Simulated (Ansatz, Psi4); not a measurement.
# Worked example: the enthalpy of formation of HBS (hydrogen boron sulfide)

The species is HBS (3 atoms), meant as a singlet with charge 0. As SMILES, `B=S`. The shape is that of a PBE0-D4/def2-TZVP optimisation.

| atom | x (Å) | y (Å) | z (Å) |
| --- | --- | --- | --- |
| B | -0.0387 | -0.0146 | 0.1348 |
| S | 0.3992 | 0.1476 | -1.3933 |
| H | -0.3605 | -0.1331 | 1.2585 |

Total energies at MP3/def2-TZVPPD, 6 core orbitals frozen (Psi4 1.11); the atoms run unrestricted:

| species | state | energy (Eh) |
| --- | --- | --- |
| HBS | singlet | -423.113762 |
| B | doublet | -24.588939 |
| S | triplet | -397.640457 |
| H | doublet | -0.499810 |

Harmonic wavenumbers at PBE0-D4/def2-TZVP, in cm⁻¹: 731, 731, 1212, 2836.

Measured heats of formation of the gaseous atoms at 298.15 K, in kJ/mol: B 570.3, S 277.0, H 218.0. Spin-orbit lowering of the atoms at 298 K (mean of the ground term's levels less their thermal mean, from spectra), in kJ/mol: B 0.00, S 1.88. Take 1 Eh = 2625.50 kJ/mol, 1 cm⁻¹ = 0.0119627 kJ/mol, RT = 2.479 kJ/mol.

Problem. What heat of formation follows?

Solution. 
1. Electronic atomisation energy: (-24.588939) + (-397.640457) + (-0.499810) − (-423.113762) = 0.384556 Eh = 1009.7 kJ/mol.
2. Zero-point energy: half the sum of the wavenumbers, 2755 cm⁻¹ = 33.0 kJ/mol.
3. Thermal vibrational enthalpy, Σ hcν̃/(exp(hcν̃/kT) − 1): 0.6 kJ/mol. Translation, rotation and pV of a linear molecule: 3.5 RT = 8.7 kJ/mol.
4. The 3 free atoms carry 5/2 RT each: 18.6 kJ/mol.
5. Spin-orbit coupling lowers the free atoms by 0.00 + 1.88 = 1.9 kJ/mol.
6. Atomisation enthalpy at 298 K: 1009.7 − 1.9 − 33.0 − 0.6 − 8.7 + 18.6 = 984.1 kJ/mol.
7. Sum of the atoms' heats of formation: 1065.3 kJ/mol. Heat of formation: 1065.3 − 984.1 = +81.2 kJ/mol.

The tabulated value is +50.2 kJ/mol (NIST-JANAF tables; in doubt, as an older value, an estimate or one at odds with other calculations), so this level is off by +31.0 kJ/mol, or 3.1 % of the atomisation enthalpy that the table implies (1015.1 kJ/mol). Perturbation theory converges slowly with the basis for atomisation. Anharmonicity and any spin-orbit splitting of the molecule are left out, and cores are frozen in the wave-function part.
